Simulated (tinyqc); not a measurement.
Inside a calculation. Method: RHF in the sto-6g basis, for H2O, spin multiplicity 1. One step of it, computed by the program tinyqc.

Problem. Iteration 1: building the Fock matrix. J_ij = sum D_kl (ij|kl), K_ij = sum D_kl (ik|jl); F = H + J - 0.5 K; E = tr D H + tr D J / 2 - 0.25 tr D K + E_nn.

D at the start, lower triangle:
```
            1O 1s      1O 2s    1O 2px     1O 2py     1O 2pz      2H 1s     3H 1s
1O 1s    0.022687
1O 2s   -0.139996   1.144288
1O 2px   0.000000   0.000000  2.000000
1O 2py   0.020748  -0.001542  0.000000   2.628967
1O 2pz   0.144210  -0.392475  0.000000  -0.004695   1.850155
2H 1s    0.076463  -1.181147  0.000000  -1.160273  -0.631163   3.457087
3H 1s    0.068170  -0.840281  0.000000   1.011945  -0.487405  -0.466145  3.030548
```

core Hamiltonian H = T + V (hartree), lower triangle:
```
             1O 1s      1O 2s     1O 2px     1O 2py     1O 2pz      2H 1s      3H 1s
1O 1s   -33.041305
1O 2s    -7.303920  -9.251981
1O 2px    0.000000   0.000000  -7.478438
1O 2py   -0.002513  -0.022849   0.000000  -7.619441
1O 2pz   -0.022109  -0.244919   0.000000  -0.014005  -7.590786
2H 1s    -1.977529  -4.056825   0.000000  -2.024052  -1.893887  -5.298204
3H 1s    -1.583134  -3.468694   0.000000   1.804083  -1.696227  -1.793820  -4.927456
```

Two-electron integrals (ij|kl) in chemists' order, unique and non-zero (hartree):
```
(11|11) 4.787491    (21|11) 0.675884    (21|21) 0.121505    (22|11) 1.117379
(22|21) 0.249212    (22|22) 0.817383    (31|31) 0.025762    (32|31) 0.039145
(32|32) 0.180664    (33|11) 1.117381    (33|21) 0.249212    (33|22) 0.817382
(33|33) 0.880663    (41|41) 0.025762    (42|41) 0.039145    (42|42) 0.180664
(43|43) 0.047461    (44|11) 1.117381    (44|21) 0.249212    (44|22) 0.817382
(44|33) 0.785741    (44|44) 0.880663    (51|51) 0.025762    (52|51) 0.039145
(52|52) 0.180664    (53|53) 0.047461    (54|54) 0.047461    (55|11) 1.117381
(55|21) 0.249212    (55|22) 0.817382    (55|33) 0.785741    (55|44) 0.785741
(55|55) 0.880663    (61|11) 0.194212    (61|21) 0.033439    (61|22) 0.066999
(61|33) 0.066852    (61|41) 0.001214    (61|42) 0.002361    (61|44) 0.067097
(61|51) 0.001083    (61|52) 0.002106    (61|54) 0.000219    (61|55) 0.067047
(61|61) 0.009381    (62|11) 0.439216    (62|21) 0.099169    (62|22) 0.356102
(62|33) 0.350452    (62|41) 0.005862    (62|42) 0.041821    (62|44) 0.359890
(62|51) 0.005230    (62|52) 0.037311    (62|54) 0.008420    (62|55) 0.357964
(62|61) 0.027381    (62|62) 0.187088    (63|31) 0.011434    (63|32) 0.062933
(63|43) 0.008782    (63|53) 0.007835    (63|63) 0.027621    (64|11) 0.224922
(64|21) 0.051540    (64|22) 0.197389    (64|33) 0.188317    (64|41) 0.014175
(64|42) 0.085285    (64|44) 0.211255    (64|51) 0.002445    (64|52) 0.019942
(64|54) 0.012630    (64|55) 0.192595    (64|61) 0.014943    (64|62) 0.126148
(64|64) 0.111954    (65|11) 0.200669    (65|21) 0.045982    (65|22) 0.176105
(65|33) 0.168011    (65|41) 0.002445    (65|42) 0.019942    (65|44) 0.172806
(65|51) 0.013616    (65|52) 0.080725    (65|54) 0.013060    (65|55) 0.187498
(65|61) 0.013331    (65|62) 0.112546    (65|64) 0.075240    (65|65) 0.094747
(66|11) 0.556362    (66|21) 0.127916    (66|22) 0.521434    (66|33) 0.500343
(66|41) 0.010526    (66|42) 0.099859    (66|44) 0.535573    (66|51) 0.009391
(66|52) 0.089091    (66|54) 0.031431    (66|55) 0.528385    (66|61) 0.035762
(66|62) 0.334614    (66|64) 0.258206    (66|65) 0.230364    (66|66) 0.774999
(71|11) 0.155198    (71|21) 0.026738    (71|22) 0.053628    (71|33) 0.053513
(71|41) -0.000974   (71|42) -0.001902   (71|44) 0.053706    (71|51) 0.000870
(71|52) 0.001699    (71|54) -0.000172   (71|55) 0.053667    (71|61) 0.007401
(71|62) 0.021271    (71|64) 0.010474    (71|65) 0.010351    (71|66) 0.027385
(71|71) 0.005998    (72|11) 0.372069    (72|21) 0.084119    (72|22) 0.304830
(72|33) 0.299804    (72|41) -0.005015   (72|42) -0.036782   (72|44) 0.308191
(72|51) 0.004479    (72|52) 0.032854    (72|54) -0.007491   (72|55) 0.306495
(72|61) 0.022537    (72|62) 0.135220    (72|64) 0.061598    (72|65) 0.079758
(72|66) 0.205470    (72|71) 0.018603    (72|72) 0.140574    (73|31) 0.009412
(73|32) 0.052760    (73|43) -0.007612   (73|53) 0.006799    (73|63) 0.019120
(73|73) 0.020043    (74|11) -0.198492   (74|21) -0.045519   (74|22) -0.175947
(74|33) -0.167988   (74|41) 0.011801    (74|42) 0.072888    (74|44) -0.188026
(74|51) -0.002134   (74|52) -0.017978   (74|54) 0.011099    (74|55) -0.171828
(74|61) -0.011600   (74|62) -0.065393   (74|64) -0.010975   (74|65) -0.037532
(74|66) -0.086304   (74|71) -0.010535   (74|72) -0.098666   (74|74) 0.088577
(75|11) 0.177292    (75|21) 0.040657    (75|22) 0.157154    (75|33) 0.150045
(75|41) -0.002134   (75|42) -0.017978   (75|44) 0.154344    (75|51) 0.011318
(75|52) 0.068818    (75|54) -0.011453   (75|55) 0.167074    (75|61) 0.011392
(75|62) 0.082034    (75|64) 0.036571    (75|65) 0.066778    (75|66) 0.137329
(75|71) 0.009410    (75|72) 0.088128    (75|74) -0.061214   (75|75) 0.074719
(76|11) 0.178082    (76|21) 0.040662    (76|22) 0.159104    (76|33) 0.155237
(76|41) -0.000085   (76|42) -0.000948   (76|44) 0.157962    (76|51) 0.003390
(76|52) 0.029061    (76|54) -0.000271   (76|55) 0.164114    (76|61) 0.011132
(76|62) 0.084036    (76|64) 0.047961    (76|65) 0.057077    (76|66) 0.155796
(76|71) 0.008924    (76|72) 0.074135    (76|74) -0.045143   (76|75) 0.052047
(76|76) 0.046751    (77|11) 0.510363    (77|21) 0.117530    (77|22) 0.486523
(77|33) 0.467006    (77|41) -0.009223   (77|42) -0.092010   (77|44) 0.499574
(77|51) 0.008238    (77|52) 0.082183    (77|54) -0.029090   (77|55) 0.492989
(77|61) 0.031433    (77|62) 0.224165    (77|64) 0.088487    (77|65) 0.145487
(77|66) 0.361383    (77|71) 0.026273    (77|72) 0.282221    (77|74) -0.226267
(77|75) 0.202100    (77|76) 0.155796    (77|77) 0.774999
```

nuclear repulsion = 9.25220532 hartree

Give: Coulomb J; exchange K; Fock matrix F; total energy of this density.

Solution.

Coulomb J (hartree), lower triangle:
```
          1O 1s    1O 2s  1O 2px   1O 2py  1O 2pz   2H 1s   3H 1s
1O 1s    8.7799
1O 2s    1.9654   6.7900
1O 2px   0.0000   0.0000  6.7224
1O 2py  -0.0059  -0.0266  0.0000   6.8597
1O 2pz  -0.0268   0.0050  0.0000   0.0009  6.7878
2H 1s    0.5269   3.1198  0.0000   1.7958  1.6233  5.1965
3H 1s    0.4223   2.7037  0.0000  -1.6407  1.4707  1.5038  5.0463
```

exchange K (hartree), lower triangle:
```
          1O 1s    1O 2s  1O 2px   1O 2py  1O 2pz   2H 1s   3H 1s
1O 1s    0.1890
1O 2s    0.2384   1.4081
1O 2px   0.0000   0.0000  2.0221
1O 2py  -0.0052  -0.0959  0.0000   2.1423
1O 2pz  -0.0367  -0.6926  0.0000  -0.0339  1.7814
2H 1s    0.0637   0.6055  0.0000   0.5454  0.2178  1.5489
3H 1s    0.0539   0.5627  0.0000  -0.5686  0.2299  0.3243  1.6056
```

Fock matrix F (hartree), lower triangle:
```
           1O 1s    1O 2s   1O 2px   1O 2py   1O 2pz    2H 1s    3H 1s
1O 1s   -24.3559
1O 2s    -5.4578  -3.1661
1O 2px    0.0000   0.0000  -1.7671
1O 2py   -0.0059  -0.0015   0.0000  -1.8309
1O 2pz   -0.0306   0.1064   0.0000   0.0038  -1.6937
2H 1s    -1.4825  -1.2398   0.0000  -0.5010  -0.3795  -0.8762
3H 1s    -1.1878  -1.0464   0.0000   0.4476  -0.3405  -0.4522  -0.6840
```

total energy of this density = -27.823461 hartree

This density is the starting one.
